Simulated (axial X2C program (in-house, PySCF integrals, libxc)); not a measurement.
# Low determinants of Si₂ at the PBE0 level, 2c

Computed with an axial X2C code built on PySCF integrals. Two-component (2c) means X2C with spin–orbit coupling and atomic mean-field two-electron Coulomb and Gaunt terms. Basis: Si dyall-v3z [8s7p2d1f] (cores contracted in-house); Gaussian nuclei, density fitting, unrestricted open shells. Masses: Si 27.977 u.

Search at 2.320 Å (vertical energies from the lowest determinant):

| ΔE (eV) | state | electrons beyond evenly filled partner blocks | electrons in ±ω = 1/2, 3/2, 5/2, 7/2 |
| --- | --- | --- | --- |
| 0.00 | Ω = 1 | ω = -1/2, ω = 3/2 | 23 5 0 0 |
| 0.37 | Ω = 2 | ω = 1/2, ω = 3/2 | 23 5 0 0 |
| 0.53 | Ω = 1 | 2 × ω = 1/2 | 22 6 0 0 |
| 0.62 | Ω = 0 | none | 24 4 0 0 |
| 0.66 | Ω = 0 | none | 22 6 0 0 |
| 1.38 | Ω = 3 | 2 × ω = 3/2 | 22 6 0 0 |
| 1.88 | Ω = 0 | 3 × ω = 1/2, ω = -3/2 | 23 5 0 0 |

Lowest determinant, Ω = 1 (⟨Sz⟩ = 1.00, ⟨Lz⟩ = 0.00 at PBE0): Re = 2.261 Å, ωe = 516.1 cm⁻¹.

The determinant in row 2 of the search, Ω = 2 (⟨Sz⟩ = 1.00, ⟨Lz⟩ = 1.00 at PBE0), was followed along the bond at PBE0; measured from the minimum of the lowest determinant it gives:

Te = 0.214 eV (1728 cm⁻¹), Re = 2.155 Å, ωe = 564.3 cm⁻¹.

(1) Compare the bond of the determinant in row 2 with that of the lowest one.

The search compares states at one distance, so a state with another bond length can lie lower; it is not exhaustive and yields mostly the lowest determinant of each block pattern, so other components and higher states of one pattern are missing. These are energies of single determinants, not of spin-adapted states; PBE0 term energies can be off by some tenths of an eV, and the functional has no current term. Open-shell Ω = 0 determinants with evenly filled partner blocks cannot be reached by this program, so the Ω shown need not be the lowest component. The lowest determinant need not be the ground state where others lie within half an eV.

Results:

(1) At PBE0 its Re is 0.106 Å shorter and its force constant, which goes as ωe², is 1.20 times that of the lowest determinant. T0 ≈ Te + Δωe/2 = 1728 + (24) = 1752 cm⁻¹.
